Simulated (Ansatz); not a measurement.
# Two structures, one formula

The two ends of one reaction step of AlH₂Cl, closed shell (PBE0-D4/def2-TZVP).

A:

Al1  (-0.045, 0.105, 0.113)
Cl2  (0.539, -1.269, -1.360)
H3  (0.763, 1.454, 0.211)
H4  (-1.258, -0.290, 1.037)
(Å)

B:

```csv
atom,x (Å),y (Å),z (Å)
Al1,-0.7690,0.7269,1.2280
Cl2,0.6937,-0.4380,-0.9647
H3,1.5702,0.4599,-1.2298
H4,-1.4949,-0.7487,0.9666
```

Program: Ansatz 0.2.0. Basis: def2-TZVPP. Cores are frozen in the correlated methods. B3LYP uses VWN-RPA correlation.

Problem. Which structure is lower at CCSD(T), and by how much? (Judge from chemistry; the value comes from the calculation.)

Solution. The calculation gives: A, by 262.0 kJ/mol (electronic energy, against the other). By their contacts, A is AlH₂Cl ([AlH2][Cl]) and B is a complex of AlH + HCl.

All methods give the same order:

```tsv
method	E(B) − E(A) (kJ/mol)
SPW92	254.5
PBE-D4	251.3
BLYP-D4	249.0
r2SCAN-D4	284.1
B97M-V	275.3
PBE0-D4	263.5
B3LYP-D4	260.2
r2SCAN0-D4	284.9
BHLYP-D4	273.0
CAM-B3LYP-D4	269.8
wB97X-V	277.7
wB97M-V	261.6
B2PLYP	269.9
PBE-QIDH	278.6
RPA on PBE	247.6
HF	282.6
MP2	280.1
CCSD	262.3
CCSD(T)	262.0
```

The T1 diagnostic stays at or below 0.010. The restricted Hartree–Fock reference is unstable towards an unrestricted one at one or more of these structures.

Labels in which every atom is bracketed show which atoms are joined, not bond orders.

For scale, one of the runs: CCSD(T)/def2-TZVPP, 112 basis functions (an equivalent command: `ansatz run in.yaml --threads 2`). The run took about 1.8 s on 2 CPU threads (shared host).
